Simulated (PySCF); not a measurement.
Predicted microwave data (PySCF 2.14.0, PBE0-D3(BJ)/def2-SVP geometry optimisation, gas phase) for one isomer of C3H5N:

| Item | Value |
| --- | --- |
| Rotational constants | A = 28116, B = 4690, C = 4233 MHz |
| Dipole components | \|μa\| = 3.72 D, \|μb\| = 1.19 D, \|μc\| = 0.00 D |
| Inertial defect | -6.32 u·Å² |
| κ | -0.96 |

**Question.** Which structure is it? (One computed conformer of each.)
A. ethyl cyanide (`CCC#N`)
B. `CC1=NC1`
C. `[H]/[N:4]=[CH:3]\[CH:2]=[CH2:1]` with C1–C2–C3–N4 180°
D. `[C-]#[N+]CC` (ethyl isocyanide)

**Answer.** A. It is CCC#N, a near-prolate asymmetric top, point group Cs. The candidates at the same level (rigid rotor, commonest isotopes):

```csv
SMILES,A (MHz),B (MHz),C (MHz),μa (D),μb (D),μc (D),Δ (u·Å²),point group,rotor
[H]/N=C\C=C,44169,4565,4138,2.36,0.89,0.00,0.00,Cs,near-prolate asymmetric top
[C-]#[N+]CC,28124,5111,4574,3.73,1.28,0.00,-6.35,Cs,near-prolate asymmetric top
CCC#N,28116,4690,4233,3.72,1.19,0.00,-6.32,Cs,near-prolate asymmetric top
CC1=NC1,23090,6603,5505,2.00,1.81,0.00,-6.61,Cs,asymmetric top
```

`CC1=NC1` has B 41 % too high; `[H]/N=C\C=C` has A 57 % too high; `[C-]#[N+]CC` has B 9 % too high. In the right answer the mirror of this Cs structure is the ab plane, so μc vanishes by symmetry. No structure here is proved a minimum.
